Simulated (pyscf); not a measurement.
## Hydrogen abstraction: H₂C=CH–CH₃ + H• → •H₂C–CH=CH₂ + H₂

Gas phase, doublet surface, charge 0. Bonds broken: C1–H4. Bonds formed: H4–H10. Structures and frequencies: ωB97X-D3(BJ)/def2-SVP in PySCF.

Transition state (Å):

```xyz
10

C     -1.1835     0.6484     0.4567
C     -0.0877    -0.1290    -0.1496
C      0.1784    -0.1717    -1.4635
H     -2.1642    -0.1499     0.6959
H     -0.9797     1.0483     1.4593
H     -1.6414     1.3976    -0.2040
H      0.5219    -0.7348     0.5330
H     -0.4055     0.4134    -2.1830
H      0.9910    -0.7866    -1.8616
H     -2.9642    -0.7364     0.8766
```

One imaginary mode, 1563i cm⁻¹; descent along it reached the two sides named.

```tsv
bond	change	reactant side (Å)	saddle	product side
C1–H4	breaks	1.103	1.287	3.1
H4–H10	forms	3.1	1.008	0.761
```

Electronic energies relative to the separated reactants (kJ/mol):

```json
[
 {"level": "ωB97X-D3(BJ)/def2-TZVP", "barrier": "36.9", "reaction energy": "-58.6", "reverse barrier": "95.5"},
 {"level": "PBE/def2-TZVP", "barrier": "9.7", "reaction energy": "-62.3", "reverse barrier": "71.9"},
 {"level": "r²SCAN/def2-TZVP", "barrier": "4.5", "reaction energy": "-82.0", "reverse barrier": "86.5"},
 {"level": "B3LYP-D3(BJ)/def2-TZVP", "barrier": "11.2", "reaction energy": "-77.4", "reverse barrier": "88.6"},
 {"level": "PBE0-D3(BJ)/def2-TZVP", "barrier": "21.7", "reaction energy": "-58.7", "reverse barrier": "80.4"},
 {"level": "M06-2X/def2-TZVP", "barrier": "41.7", "reaction energy": "-55.6", "reverse barrier": "97.3"},
 {"level": "ωB97M-D3(BJ)/def2-TZVP", "barrier": "36.0", "reaction energy": "-58.6", "reverse barrier": "94.6"},
 {"level": "HF/def2-TZVP", "barrier": "75.1", "reaction energy": "-73.4", "reverse barrier": "148.5"}
]
```

With ωB97M-D3(BJ)/def2-TZVP energies and thermal terms (ideal gas, 1 atm, RRHO with modes under 100 cm⁻¹ raised to 100, one conformer, R ln 2 for chiral ones without a mode under 150 cm⁻¹), in kJ/mol:

```tsv
T (K)	ΔH‡	ΔG‡	ΔH	ΔG
298	24.9	52.2	-66.7	-69.3
600	23.7	80.4	-65.0	-72.7
900	23.6	108.8	-65.0	-76.7
1200	23.6	137.2	-66.3	-80.4
```

This is the saddle that the search found; another between the same sides may lie lower. The angle at the transferred H is 177°.
